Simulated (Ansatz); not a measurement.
# CH₅NSi: a spread of methods and bases

How do the results and run time of CH₅NSi respond when the settings are drawn wide?

Method: the settings change from run to run; program: Ansatz 0.2.0, Gaussian basis.

### Step 1. The molecule

The structure was relaxed beforehand with PBE0-D4 in a triple-zeta def2 set.

SMILES `N=C[SiH3]`, 8 atoms, charge 0, spin multiplicity 1.

Atoms are counted from 1 here; the program's logs count them from 0.

Bond lengths: N1–C2 1.269 Å, N1–H4 1.023 Å, C2–Si3 1.889 Å, C2–H5 1.102 Å, Si3–H6 1.488 Å, Si3–H7 1.488 Å, Si3–H8 1.481 Å. Angles: C2–N1–H4 111.5°, N1–C2–Si3 119.7°, N1–C2–H5 122.0°, Si3–C2–H5 118.3°, C2–Si3–H6 108.9°, C2–Si3–H7 108.9°, C2–Si3–H8 109.8°, H6–Si3–H7 107.8°, H6–Si3–H8 110.7°, H7–Si3–H8 110.7°.

### Step 2. B97M-V/STO-3G

Set apart from the defaults: charge +1, multiplicity 2.

The input, in.yaml:

```yaml
crystal:
  periodic: [false, false, false]
  atoms:
    - {symbol: N, position_ang: [-1.316048, -0.139659, -1.080481]}
    - {symbol: C, position_ang: [-0.349203, 0.466561, -0.524369]}
    - {symbol: Si, position_ang: [0.699229, -0.429229, 0.766190]}
    - {symbol: H, position_ang: [-1.796674, 0.460046, -1.755544]}
    - {symbol: H, position_ang: [-0.096244, 1.510468, -0.770529]}
    - {symbol: H, position_ang: [0.635541, 0.324590, 2.047577]}
    - {symbol: H, position_ang: [2.116980, -0.438841, 0.314390]}
    - {symbol: H, position_ang: [0.198618, -1.811034, 0.946967]}
basis:
  gaussian: {orbitals: STO-3G}
total_charge: 1
magnetization: {spin_polarized: true, initial_magnetization: 1}
hamiltonian: {xc: {name: B97M-V}}
output: {forces: true}
```

The run is started by

```console
ansatz run in.yaml --threads 2 --pin off --events-out ev --progress --plain --max-ram 4352MiB
```

Log, shortened:

```text
Functional definition: B97M-V
  name "B97M-V"
  cite "Mardirossian & Head-Gordon, J. Chem. Phys. 142, 074111 (2015) doi:10.1063/1.4907719"
  cite "Becke, J. Chem. Phys. 107, 8554 (1997) doi:10.1063/1.475007"
  cite "Vydrov & Van Voorhis, J. Chem. Phys. 133, 244103 (2010) doi:10.1063/1.3521275"
  # Of w^i u^j: cxij and so on, Table III.
[...]
  gx(w, u) = cx00 + cx01*u + cx02*u^2 + (cx10 + cx11*u)*w
  gss(w, u) = css00 + css02*u^2 + css10*w + (css32*w^3 + css42*w^4)*u^2
  gos(w, u) = cos00 + cos01*u + cos03*u^3 + cos10*w + cos32*w^3*u^2
[...]
      + integral(e_c_pw_mod_opposite_spin*gos(b97_w_opposite, b97_u_opposite)) + vv10(b, c)
295 factors; integrals over basis functions are off by at most 3.7e-5 eV
[...]
mean field -10352.24423443 eV, -380.4379586123 hartree, gradient 5.2e-5 eV, S^2 0.757113; 4 other end points of the search recorded, 0 dependent functions left out
[...]
reference -10352.24426590 eV, -380.4379597687 hartree; 16, 15 occupied and 8, 9 virtual orbitals, 295 factors
Total energy: -10352.24426590 eV, -380.4379597687 hartree
Atom 0 at    -1.316048    -0.139659    -1.080481 Å, force     1.281706     1.232055     0.547437 eV/Å
Atom 1 at    -0.349203     0.466561    -0.524369 Å, force     0.564192    -1.672751     1.222000 eV/Å
Atom 2 at     0.699229    -0.429229     0.766190 Å, force     2.042903    -1.362976     2.344048 eV/Å
Atom 3 at    -1.796674     0.460046    -1.755544 Å, force    -2.646436    -0.010424    -2.251823 eV/Å
Atom 4 at    -0.096244     1.510468    -0.770529 Å, force     0.081955     0.843100    -0.303165 eV/Å
Atom 5 at     0.635541     0.324590     2.047577 Å, force    -0.310849    -0.135907    -0.969390 eV/Å
Atom 6 at     2.116980    -0.438841     0.314390 Å, force    -0.989518     0.213558    -0.175492 eV/Å
Atom 7 at     0.198618    -1.811034     0.946967 Å, force    -0.023953     0.893345    -0.413614 eV/Å
Dipole moment:    -0.346856     0.481692    -0.508775 e Å
```

Wall time 3.5 s (2 threads of Arm Neoverse V2, shared host).

Largest force 3.475 eV/Å, ⟨S²⟩ 0.757.

### Step 3. BHLYP/cc-pVTZ-DK

Options: unrestricted orbitals, D4 dispersion, high accuracy.

Changes to in.yaml since step 2:

```diff
@@ -12,6 +12,5 @@
 basis:
-  gaussian: {orbitals: STO-3G}
-total_charge: 1
-magnetization: {spin_polarized: true, initial_magnetization: 1}
-hamiltonian: {xc: {name: B97M-V}}
-output: {forces: true}
+  gaussian: {orbitals: cc-pVTZ-DK}
+magnetization: {spin_polarized: true, initial_magnetization: 0}
+hamiltonian: {xc: {name: BHLYP}, dispersion: d4}
+accuracy: high
```

The command is unchanged.

Log:

```text
Functional definition: BHLYP
  name "BHLYP"
  cite "Becke, J. Chem. Phys. 98, 1372 (1993) doi:10.1063/1.464304"
  cite "Becke, Phys. Rev. A 38, 3098 (1988) doi:10.1103/PhysRevA.38.3098"
  cite "Lee, Yang & Parr, Phys. Rev. B 37, 785 (1988) doi:10.1103/PhysRevB.37.785"
  parameter a = 0.5
  exchange = (1 - a)*b88_x + a*exact_x
  correlation = lyp_c
2909 factors; integrals over basis functions are off by at most 3.2e-9 eV
mean field evaluation 1: about -10499.0977 eV, gradient 2.7e1 eV
mean field evaluation 2: about -10498.5448 eV, gradient 3.0e1 eV
mean field evaluation 4: about -10502.2472 eV, gradient 1.8e0 eV
mean field evaluation 8: about -10502.3695 eV, gradient 9.9e-2 eV
mean field evaluation 16: about -10502.3696 eV, gradient 8.5e-6 eV
mean field -10502.36957959 eV, -385.9549632881 hartree, gradient 4.8e-8 eV, S^2 0.000000; 0 other end points of the search recorded, 0 dependent functions left out
reference -10502.36960901 eV, -385.9549643695 hartree; 16, 16 occupied and 148, 148 virtual orbitals, 2909 factors
Total energy: -10502.51667002 eV, -385.9603687616 hartree
Relativity: scalar
```

It took 11 s on 2 threads of Arm Neoverse V2, shared host; peak memory 0.82 GiB.

⟨S²⟩ 0.000.

### Step 4. wPBEh/def2-mTZVPP

This run has high accuracy.

Changes to in.yaml since step 3:

```diff
@@ -12,5 +12,5 @@
 basis:
-  gaussian: {orbitals: cc-pVTZ-DK}
-magnetization: {spin_polarized: true, initial_magnetization: 0}
-hamiltonian: {xc: {name: BHLYP}, dispersion: d4}
+  gaussian: {orbitals: def2-mTZVPP}
+hamiltonian: {xc: {name: wPBEh}}
 accuracy: high
+output: {forces: true}
```

Same command.

Log, shortened:

```text
Functional definition: wPBEh
  name "wPBEh"
  cite "Heyd, Scuseria & Ernzerhof, J. Chem. Phys. 118, 8207 (2003) doi:10.1063/1.1564060"
  cite "Krukau, Vydrov, Izmaylov & Scuseria, J. Chem. Phys. 125, 224106 (2006) doi:10.1063/1.2404663"
  cite "Heyd & Scuseria, J. Chem. Phys. 120, 7274 (2004) doi:10.1063/1.1668634"
  cite "Ernzerhof & Perdew, J. Chem. Phys. 109, 3313 (1998) doi:10.1063/1.476928"
  cite "Perdew, Burke & Ernzerhof, Phys. Rev. Lett. 77, 3865 (1996) doi:10.1103/PhysRevLett.77.3865"
  parent pbe
[...]
1984 factors; integrals over basis functions are off by at most 4.4e-9 eV
97 factors; integrals over basis functions are off by at most 1.5e-9 eV
[...]
mean field -10480.17125259 eV, -385.1391898175 hartree, gradient 8.2e-8 eV, S^2 0.000000; 0 other end points of the search recorded, 0 dependent functions left out
[...]
reference -10480.17125633 eV, -385.1391899548 hartree; 16, 16 occupied and 79, 79 virtual orbitals, 1984 factors
Total energy: -10480.17125633 eV, -385.1391899548 hartree
Atom 0 at    -1.316048    -0.139659    -1.080481 Å, force    -0.075328    -0.019102    -0.056008 eV/Å
Atom 1 at    -0.349203     0.466561    -0.524369 Å, force     0.046264     0.071005     0.008198 eV/Å
Atom 2 at     0.699229    -0.429229     0.766190 Å, force     0.049220    -0.037756     0.058778 eV/Å
Atom 3 at    -1.796674     0.460046    -1.755544 Å, force     0.002128    -0.005934     0.004418 eV/Å
Atom 4 at    -0.096244     1.510468    -0.770529 Å, force    -0.021568    -0.004561    -0.016316 eV/Å
Atom 5 at     0.635541     0.324590     2.047577 Å, force     0.002938    -0.014227    -0.010408 eV/Å
Atom 6 at     2.116980    -0.438841     0.314390 Å, force    -0.014068    -0.005452     0.009365 eV/Å
Atom 7 at     0.198618    -1.811034     0.946967 Å, force     0.010415     0.016025     0.001975 eV/Å
Dipole moment:     0.119878     0.348397    -0.051933 e Å
```

It took 3.7 s on 2 threads of Arm Neoverse V2, shared host.

Largest force 0.096 eV/Å, dipole 1.79 D.

### Step 5. B3LYP/6-31G

Options: D3(BJ) dispersion.

Changes to in.yaml since step 4:

```diff
@@ -12,5 +12,4 @@
 basis:
-  gaussian: {orbitals: def2-mTZVPP}
-hamiltonian: {xc: {name: wPBEh}}
-accuracy: high
+  gaussian: {orbitals: 6-31G}
+hamiltonian: {xc: {name: B3LYP}, dispersion: d3bj}
 output: {forces: true}
```

Same command.

Log, shortened:

```text
Functional definition: B3LYP
  name "B3LYP"
  cite "Stephens, Devlin, Chabalowski & Frisch, J. Phys. Chem. 98, 11623 (1994) doi:10.1021/j100096a001"
  cite "Becke, Phys. Rev. A 38, 3098 (1988) doi:10.1103/PhysRevA.38.3098"
  cite "Lee, Yang & Parr, Phys. Rev. B 37, 785 (1988) doi:10.1103/PhysRevB.37.785"
  cite "Vosko, Wilk & Nusair, Can. J. Phys. 58, 1200 (1980) doi:10.1139/p80-159"
[...]
559 factors; integrals over basis functions are off by at most 2.3e-4 eV
[...]
mean field -10483.23865500 eV, -385.2519147768 hartree, gradient 4.8e-6 eV, S^2 0.000000; 0 other end points of the search recorded, 0 dependent functions left out
[...]
reference -10483.23886312 eV, -385.2519224252 hartree; 16, 16 occupied and 25, 25 virtual orbitals, 559 factors
Total energy: -10483.47744771 eV, -385.2606902471 hartree
Atom 0 at    -1.316048    -0.139659    -1.080481 Å, force    -0.865743    -0.670256    -0.441796 eV/Å
Atom 1 at    -0.349203     0.466561    -0.524369 Å, force     0.866535     0.749724     0.407247 eV/Å
Atom 2 at     0.699229    -0.429229     0.766190 Å, force     0.101459    -0.034874     0.101832 eV/Å
Atom 3 at    -1.796674     0.460046    -1.755544 Å, force    -0.442003     0.058094    -0.402553 eV/Å
Atom 4 at    -0.096244     1.510468    -0.770529 Å, force     0.123248     0.027310     0.092976 eV/Å
Atom 5 at     0.635541     0.324590     2.047577 Å, force     0.004897     0.120231     0.264370 eV/Å
Atom 6 at     2.116980    -0.438841     0.314390 Å, force     0.283146    -0.023062    -0.061144 eV/Å
Atom 7 at     0.198618    -1.811034     0.946967 Å, force    -0.071539    -0.227167     0.039069 eV/Å
Dipole moment:     0.107420     0.397879    -0.084452 e Å
```

It took 0.65 s on 2 threads of Arm Neoverse V2, shared host.

Largest force 1.216 eV/Å, dipole 2.02 D.

### Step 6. r2SCAN/cc-pVTZ

Options: multiplicity 3, density fitting with cc-pVTZ-jkfit.

Changes to in.yaml since step 5:

```diff
@@ -12,4 +12,5 @@
 basis:
-  gaussian: {orbitals: 6-31G}
-hamiltonian: {xc: {name: B3LYP}, dispersion: d3bj}
+  gaussian: {orbitals: cc-pVTZ, fitting: {mean_field: cc-pVTZ-jkfit}}
+magnetization: {spin_polarized: true, initial_magnetization: 2}
+hamiltonian: {xc: {name: r2SCAN}}
 output: {forces: true}
```

Same command.

Log, shortened:

```text
Functional definition: r2SCAN
  name "r2SCAN"
  cite "Furness, Kaplan, Ning, Perdew & Sun, J. Phys. Chem. Lett. 11, 8208 (2020) doi:10.1021/acs.jpclett.0c02405"
  cite "Furness, Kaplan, Ning, Perdew & Sun, J. Phys. Chem. Lett. 11, 9248 (2020) doi:10.1021/acs.jpclett.0c03077"
  parent r2scan
[...]
429 factors; integrals over basis functions are off by at most 7.4e-1 eV
[...]
mean field -10480.38728072 eV, -385.1471287047 hartree, gradient 3.5e-5 eV, S^2 2.009467; 2 other end points of the search recorded, 0 dependent functions left out
[...]
reference -10480.38729360 eV, -385.1471291782 hartree; 17, 15 occupied and 147, 149 virtual orbitals, 429 factors
Total energy: -10480.38729360 eV, -385.1471291782 hartree
Atom 0 at    -1.316048    -0.139659    -1.080481 Å, force    -2.018749     1.438423    -2.356765 eV/Å
Atom 1 at    -0.349203     0.466561    -0.524369 Å, force     3.042362    -0.166650     2.665261 eV/Å
Atom 2 at     0.699229    -0.429229     0.766190 Å, force    -0.049330     0.770951    -0.382288 eV/Å
Atom 3 at    -1.796674     0.460046    -1.755544 Å, force    -1.072838    -1.526764    -0.239269 eV/Å
Atom 4 at    -0.096244     1.510468    -0.770529 Å, force    -0.082074    -0.283283     0.055144 eV/Å
Atom 5 at     0.635541     0.324590     2.047577 Å, force     0.087780    -0.084894     0.182278 eV/Å
Atom 6 at     2.116980    -0.438841     0.314390 Å, force     0.148921    -0.115499     0.109039 eV/Å
Atom 7 at     0.198618    -1.811034     0.946967 Å, force    -0.056071    -0.032284    -0.033401 eV/Å
Dipole moment:    -0.119627     0.234548    -0.205826 e Å
```

Run time: 6 s. Hardware: 2 threads of Arm Neoverse V2, shared host.

Largest force 4.048 eV/Å, dipole 1.61 D, ⟨S²⟩ 2.009.

[end of part 1 of 2]
